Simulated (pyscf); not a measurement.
## Four-centre exchange: H₃C–Cd–TeH (SMILES [CH3][Cd][TeH]) + H₂ (SMILES [H][H]) -> H₃C–CdH (SMILES [CH3][CdH]) + TeH₂ (SMILES [TeH2])

Gas phase, singlet surface, charge 0. Bonds broken: Cd2–Te3, H8–H9. Bonds formed: Cd2–H8, Te3–H9. Optimised with ωB97X-D3(BJ)/def2-SVP in PySCF.

Transition state (Å):

```xyz
9

C     -2.0462     1.3979    -0.4629
Cd    -0.2188     0.5568    -1.1015
Te     1.7323    -1.1315     0.4402
H     -2.7188     0.5964    -0.1215
H     -2.5419     1.9601    -1.2674
H     -1.8617     2.0754     0.3846
H      0.8378    -2.4359    -0.0647
H      1.1566     0.1436    -2.2574
H      1.5839    -0.4028    -1.3412
```

One imaginary mode, 1235i cm⁻¹; descent along it reached the two sides named, in the forms told below.

```tsv
bond	change	reactant side (Å)	saddle	product side
Cd2–Te3	breaks	2.6	3.0	3.2
H8–H9	breaks	0.761	1.149	3.8
Cd2–H8	forms	3.3	1.844	1.689
Te3–H9	forms	3.8	1.930	1.655
```

Electronic energies relative to the separated reactants (kJ/mol):

```json
[
 {"level": "ωB97X-D3(BJ)/def2-TZVP", "barrier": "186.1", "reaction energy": "+133.2", "reverse barrier": "52.9"},
 {"level": "PBE/def2-TZVP", "barrier": "148.7", "reaction energy": "+105.3", "reverse barrier": "43.5"},
 {"level": "r²SCAN/def2-TZVP", "barrier": "154.6", "reaction energy": "+111.1", "reverse barrier": "43.5"},
 {"level": "B3LYP-D3(BJ)/def2-TZVP", "barrier": "166.9", "reaction energy": "+109.8", "reverse barrier": "57.1"},
 {"level": "PBE0-D3(BJ)/def2-TZVP", "barrier": "157.3", "reaction energy": "+112.1", "reverse barrier": "45.3"},
 {"level": "M06-2X/def2-TZVP", "barrier": "178.1", "reaction energy": "+126.7", "reverse barrier": "51.5"},
 {"level": "ωB97M-D3(BJ)/def2-TZVP", "barrier": "176.4", "reaction energy": "+101.7", "reverse barrier": "74.7"},
 {"level": "HF/def2-TZVP", "barrier": "228.0", "reaction energy": "+105.7", "reverse barrier": "122.3"}
]
```

With ωB97M-D3(BJ)/def2-TZVP energies and thermal terms (ideal gas, 1 atm, RRHO with modes under 100 cm⁻¹ raised to 100, one conformer, R ln 2 for chiral ones without a mode under 150 cm⁻¹), in kJ/mol:

| T (K) | ΔH‡ | ΔG‡ | ΔH | ΔG |
|---|---|---|---|---|
| 298 | 171.8 | 205.4 | +99.4 | +96.0 |
| 600 | 169.1 | 240.7 | +94.6 | +94.5 |
| 900 | 169.5 | 276.5 | +91.8 | +95.2 |
| 1200 | 171.2 | 311.9 | +90.2 | +96.6 |

On the product side the descent ends in an adduct with a Cd–Te contact (not fully relaxed), 25.7 kJ/mol under the separated species and 78.6 kJ/mol under the saddle at ωB97X-D3(BJ)/def2-TZVP. What is counted as broken (Cd–Te) persists as a longer contact in the product adduct; parting that adduct is a step of its own. This is the saddle that the search found; another between the same sides may lie lower. Elements past Kr carry the def2 core potentials, without spin-orbit coupling.
